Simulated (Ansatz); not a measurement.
# Counterpoise correction, worked out

The pair of CH₄ (SMILES C, atoms 1–5) and SiH₄ (SMILES [SiH4], atoms 6–10), both closed shells, in one local arrangement (a lower one may exist), relaxed at PBE0-D4/def2-TZVP:

```xyz
10
angstrom
C 0.0825 -0.0553 -1.9312
H 1.0208 0.0344 -1.3840
H -0.2617 -1.0885 -1.8955
H 0.2391 0.2408 -2.9681
H -0.6674 0.5936 -1.4791
Si -0.0828 0.0545 1.9305
H -0.1890 0.0074 3.4110
H -0.8733 1.2011 1.4162
H -0.6091 -1.2091 1.3564
H 1.3409 0.2210 1.5439
```

Program: Ansatz 0.2.0. Basis: def2-TZVPPD. Cores are frozen in the correlated methods.

CCSD(T) total energies in eV:

| system | geometry | basis functions | energy |
| --- | --- | --- | --- |
| pair | pair | all | -9030.83383 |
| CH₄ | as in the pair | all (partner as ghosts) | -1100.41543 |
| SiH₄ | as in the pair | all (partner as ghosts) | -7930.39030 |
| CH₄ | as in the pair | its own | -1100.41233 |
| SiH₄ | as in the pair | its own | -7930.38538 |
| CH₄ | free (PBE0-D4 minimum) | its own | -1100.41235 |
| SiH₄ | free (PBE0-D4 minimum) | its own | -7930.38537 |

**Question.** Work out the interaction energy with and without the counterpoise correction, the superposition error, and the binding energy from the relaxed fragments.

**Answer.** Without correction: -9030.83383 − (-1100.41233) − (-7930.38538) = -0.03612 eV.
With correction (each fragment in the whole basis): -9030.83383 − (-1100.41543) − (-7930.39030) = -0.02810 eV = -0.65 kcal/mol.
The superposition error is the difference, 0.00802 eV, 22 % of the uncorrected value: each fragment borrows its partner's functions.
Deformation from the free shapes: 0.00002 eV for CH₄ and -0.00001 eV for SiH₄.
Binding energy from relaxed fragments: -0.02810 + 0.00002 + (-0.00001) = -0.02809 eV = -0.65 kcal/mol (electronic, without zero-point energy; negative means bound). For comparison, the corrected interaction energy by CCSD(T) at an estimated basis limit (MP2 extrapolated from triple and quadruple zeta, plus CCSD(T) − MP2 in triple zeta) is -0.033 eV; triple zeta with the correction binds less.

The T1 diagnostic stays at or below 0.011.

For scale, one of the runs: CCSD(T)/def2-TZVPPD, 221 basis functions (an equivalent command: `ansatz run in.yaml --threads 2`). Hardware: 2 CPU threads, shared host. Wall time 42 s; peak host memory 3.3 GiB.
